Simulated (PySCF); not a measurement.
# A diatomic session: P2+

One table from this session's results is given with a row withheld; the runs are named, their logs left out.

The runs use PySCF 2.14.0; P def2-SVP, no relativity.

Set-up of the first run:

A driver script around PySCF takes these settings:

```
atoms                         : P, P
charge                        : 1
basis                         : P def2-SVP
Hamiltonian                   : no relativity
basis functions               : 36
electrons treated             : 29
masses in u                   : 30.9738, 30.9738
levels                        : PBE0, PBE, r²SCAN, r²SCAN0, M06-L, M06, HF, MP2, SCS-MP2, CCSD, CCSD(T)
grid                          : 80 radial by 434 angular points
occupations                   : held fixed by the projection of orbital angular momentum
dissociation limit            : P+ + P, each in its ground configuration
starting distance in angstrom : 2.230
values of 2S to try           : 1, 3, 5
```

Run with:

```sh
$ OMP_NUM_THREADS=1 python dia.py task.json out
```

Among the steps run: The job; The PBE0 curve of the state that the search chose; Excited determinants; PBE (GGA); r²SCAN (meta-GGA); r²SCAN0 (hybrid meta-GGA); M06-L (meta-GGA); M06 (hybrid meta-GGA); UHF (mean field); Adding correlation.

One of the session's tables, all rows but one given; the rest of the session is left out.

It belongs to the step «The curves together». Energy (eV) from each level's lowest point:

```
R (Å)    UHF  UHF-MP2  UHF-SCS-MP2  UHF-CCSD  UHF-CCSD(T)
1.704  1.427    1.908        1.876       n/a          n/a
1.784  0.544    0.903        0.878     0.845        0.916
1.863  0.108    0.326        0.309     0.284        0.329
1.923  0.000    0.098        0.089     0.074        0.097
1.982  0.034    0.000        0.000     0.000        0.000
2.042  0.177    0.000        0.009     0.030        0.005
2.121  0.496    0.106        0.129     0.190        0.129
2.220      ?        ?            ?         ?            ?
2.339  1.791    0.693        0.765     1.011        0.838
2.497  2.872    1.141        1.260       n/a          n/a
```

Q: Estimate the row for R (Å) = 2.220 from the others.

Worked estimate for «UHF». A straight line through the neighbours (2.121, 0.496) and (2.339, 1.791) gives 0.496 + (1.791 − 0.496) × (2.220 − 2.121) / (2.339 − 2.121) = 1.084; a parabola fitted to 4 rows on both sides gives 1.051.

**Answer.** UHF: 1.032; UHF-MP2: 0.344; UHF-SCS-MP2: 0.387; UHF-CCSD: 0.517; UHF-CCSD(T): 0.407. In «UHF» the line misses by +0.052 and the parabola by +0.019.
